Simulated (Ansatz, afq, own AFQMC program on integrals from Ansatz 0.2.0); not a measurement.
Integrals from Ansatz 0.2.0, then the random walk in our own AFQMC program (afq).

```yaml
crystal:
  periodic: [false, false, false]
  atoms:
    - {symbol: B, position_ang: [0.000000, -0.576071, 1.383155]}
    - {symbol: Al, position_ang: [0.000000, 0.275268, -0.510975]}
    - {symbol: H, position_ang: [0.000000, -1.189805, -1.157214]}
basis:
  gaussian: {orbitals: 6-31G}
magnetization: {spin_polarized: false, initial_magnetization: 1}
correlation: {method: ccsd_t, electrons: outside_noble_gas, hamiltonian_folder: ham}
```

```sh
$ ansatz run in.yaml --threads 1 --pin off --events-out ev --progress --plain --max-ram 15360MiB --backend cuda --devices 0, --max-vram 18GiB
```

Options of the walk:

```
--method phaseless --trial cisd --walkers 4000 --populations 20 --least-time 60 --time-step 0.005 --steps-per-block 50 --equilibration-blocks 28 --max-blocks 4000 --target-error 0.00016 --factor-cut 1e-05 --start spin_pure --seed 7834 --release-times 0.24,0.51,0.99,1.62,2.4 --release-step 0.03 --release-every 3 --taylor-order 6
```

Times are imaginary, in 1/Eh. The walk had a cap of 122 s. With eight or more populations the least sampling time is a fifth of least-time, and the error comes from their spread.

Log:

```
orbitals 18  electrons 4 3  factors 113 of 296
reference energy -266.93536024 Eh
CCSD correlation -0.12093612 Eh in 22 cycles, weight of the determinant in the CISD state 0.7541
energy of the start -267.056292 Eh
 block  time / (1/Eh)  mean weight  energy / Eh
     1     0.250  1.0000  -267.055482
     2     0.500  1.0000  -267.055536
     3     0.750  1.0000  -267.055922
     4     1.000  1.0000  -267.056499
     5     1.250  1.0000  -267.057137
    12     3.000  1.0001  -267.060308
    19     4.750  1.0000  -267.061242
    22     5.500  1.0000  -267.061508
    26     6.500  1.0001  -267.062472
    33     8.250  1.0001  -267.063128
    40    10.000  1.0001  -267.063339
    47    11.750  1.0001  -267.062590
    54    13.500  1.0001  -267.063222
    55    13.750  1.0000  -267.063669
    61    15.250  1.0002  -267.062760
    68    17.000  0.9999  -267.063223
    75    18.750  1.0001  -267.061828
    78    19.500  1.0000  -267.062023
error from the spread of 20 populations
released: time / (1/Eh)  energy / Eh  error  mean overlap
  0.24  -267.062841  0.000129  1.0007
  0.51  -267.063271  0.000208  1.0018
  0.99  -267.063547  0.000180  1.0027
  1.62  -267.063648  0.000093  1.0033
  2.40  -267.100873  0.037259  1.0047
energy -267.062607 +/- 0.000136 Eh
(rows thinned)
```

The run passed its tests (sampling time, drift between the halves within three errors, error under three times the target), which doesn't prove that it has relaxed.

Against this walk (error 3.7 meV) on the same determinant: CCSD(T) 10.8 meV higher, CCSDT(Q) 50.0 meV lower, CCSDTQ 52.6 meV lower, full CI 53.7 meV lower. The error is statistical and leaves out the bias of the constraint. The released energies are still falling (meV from the phaseless value at times in 1/Eh: -6 ± 4 at 0.24, -18 ± 6 at 0.51, -26 ± 5 at 0.99, -28 ± 3 at 1.62, -1041 ± 1014 at 2.40), so they give no level; they do show a bias of the constraint, and the last of them that isn't too noisy lies 25 meV above full CI. Full CI is exact here, so the walk's 54 meV above it is the walk's own error: the bias of the constraint with this trial. The determinant is a poor start (see the cautions), so the low cluster orders aren't to be relied on, and full CI is the sure value.

Cautions: constraint bias not in the error; a spin-contaminated unrestricted determinant lies lower (UHF 1.09 eV lower, ⟨S²⟩ 1.62); the search met a lower determinant of the same kind, perhaps of another symmetry (155 meV lower), and this one is a saddle point; strong correlation (T1 0.086, weight of the determinant 0.75, largest double 0.24).

The walk took 24 s on 1 × NVIDIA H100 80GB HBM3 with 2 threads of AMD EPYC 7R13 Processor (Zen 3), with other jobs on the host (the card was shared). The log's last line is the phaseless energy.

CCSDT and higher add their correlation energy to the determinant of the CCSD(T) run, since their own runs factorise the integrals more tightly (a shift of under 2 meV). A walk keeps the symmetry of its determinant, which the program's search chose and which needn't be the lowest solution, so a lower state of the same spin and another symmetry isn't excluded.
